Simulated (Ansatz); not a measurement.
Ansatz (an electronic-structure program) input (HF/6-31G*):

Ansatz 0.2 input:
```yaml
crystal:
  periodic: [false, false, false]
  atoms:
    - {symbol: Si, position_ang: [0.31425610, 0.31069420, 0.31162611]}
    - {symbol: Cl, position_ang: [-0.87062198, -0.88173458, 1.49949506]}
    - {symbol: Cl, position_ang: [1.49211569, -0.87627774, -0.88862368]}
    - {symbol: Cl, position_ang: [-0.88029285, 1.50214651, -0.86750464]}
basis:
  gaussian:
    orbitals: 6-31G*
hamiltonian:
  xc: {name: HF}
magnetization: {spin_polarized: true, initial_magnetization: 1}
relax: {f_tol: 0.003, max_steps: 120}
```

What final total energy does it give?

-1667.47456 Eh.
